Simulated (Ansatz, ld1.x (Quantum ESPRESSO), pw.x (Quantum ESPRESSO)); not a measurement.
# pw.x on fcc Pt: one setting changed

Potential: norm-conserving Troullier–Martins (Kleinman–Bylander form), ld1.x (Quantum ESPRESSO) 7.5, PBE; core [Xe] 4f14, reference 5d9 6s1 6p0; waves: 6p (bound, empty): rc 3.65 bohr; 5d (bound): rc 1.72 bohr; 5f channel at 0.05 Ry: rc 3.95 bohr; 6s (bound): rc 2.20 bohr; local part: the s channel; core correction: Bessel-smoothed model core inside 1.45 bohr.

The reference run (k-mesh 14³, cutoffs 75/300 Ry, Fermi–Dirac 0.01 Ry, mixing_beta 0.4, conv_thr 1e-9, no spin) gives 2.60 GPa at 15.640 Å³/atom, where all-electron LAPW gives 0.53 GPa. This run, with its own iteration cap, changes ecutrho/ecutwfc to 16.

```
&control
  calculation='scf', prefix='x', pseudo_dir='./', outdir='./tmp', tstress=.true., disk_io='none'
/
&system
  ibrav=0, nat=1, ntyp=1, ecutwfc=75, ecutrho=1200, nbnd=12,
  occupations='smearing', smearing='fd', degauss=0.01
/
&electrons
  conv_thr=1e-09, mixing_beta=0.4, electron_maxstep=50
/
ATOMIC_SPECIES
Pt 1.0 Pt.UPF
CELL_PARAMETERS angstrom
  0.00000000 1.98488607 1.98488607
  1.98488607 0.00000000 1.98488607
  1.98488607 1.98488607 0.00000000
ATOMIC_POSITIONS crystal
Pt 0.0000 0.0000 0.0000
K_POINTS automatic
14 14 14 0 0 0
```

```bash
pw.x < Pt.scf.in > Pt.scf.out
```

Problem. How does the run end?

Solution. It converges in 7 iterations; the free energy moves by +0.0 meV/atom and the pressure by +0.00 GPa. The result is that of the reference run.

```
Message from routine setup:
     using ibrav=0 with symmetry is DISCOURAGED, use correct ibrav instead
     lattice parameter (alat)  =       5.3046  a.u.
     unit-cell volume          =     105.5440 (a.u.)^3
     number of electrons       =        10.00
     number of Kohn-Sham states=           12
     kinetic-energy cutoff     =      75.0000  Ry
     charge density cutoff     =    1200.0000  Ry
     scf convergence threshold =      1.0E-09
     Exchange-correlation= PBE
     number of k points=   104  Fermi-Dirac smearing, width (Ry)=  0.0100
     iteration #  1     ecut=    75.00 Ry     beta= 0.40
     total energy              =     -79.63896297 Ry
     estimated scf accuracy    <       0.08349993 Ry
     iteration #  2     ecut=    75.00 Ry     beta= 0.40
     total energy              =     -79.64933174 Ry
     estimated scf accuracy    <       0.00259248 Ry
     iteration #  3     ecut=    75.00 Ry     beta= 0.40
     total energy              =     -79.64978561 Ry
     estimated scf accuracy    <       0.00012934 Ry
     iteration #  4     ecut=    75.00 Ry     beta= 0.40
     total energy              =     -79.64979042 Ry
     estimated scf accuracy    <       0.00000235 Ry
     iteration #  5     ecut=    75.00 Ry     beta= 0.40
     total energy              =     -79.64979064 Ry
     estimated scf accuracy    <       0.00000012 Ry
     iteration #  6     ecut=    75.00 Ry     beta= 0.40
     total energy              =     -79.64979065 Ry
     estimated scf accuracy    <          2.4E-09 Ry
     iteration #  7     ecut=    75.00 Ry     beta= 0.40
     the Fermi energy is    16.8809 ev
!    total energy              =     -79.64979065 Ry
     estimated scf accuracy    <          1.5E-10 Ry
     smearing contrib. (-TS)   =      -0.00673986 Ry
     The total energy is F=E-TS. E is the sum of the following terms:
     one-electron contribution =      16.10567401 Ry
     hartree contribution      =       4.26838058 Ry
     xc contribution           =     -38.90013345 Ry
     ewald contribution        =     -61.11697194 Ry
     convergence has been achieved in   7 iterations
          total   stress  (Ry/bohr**3)                   (kbar)     P=       26.05
     Message from routine punch:
     Nothing written, as per user request (disk_io='none')
```

The run took about 18 s on one core of a shared host (Neoverse-V1, 32 threads, 247 GiB, load 12).
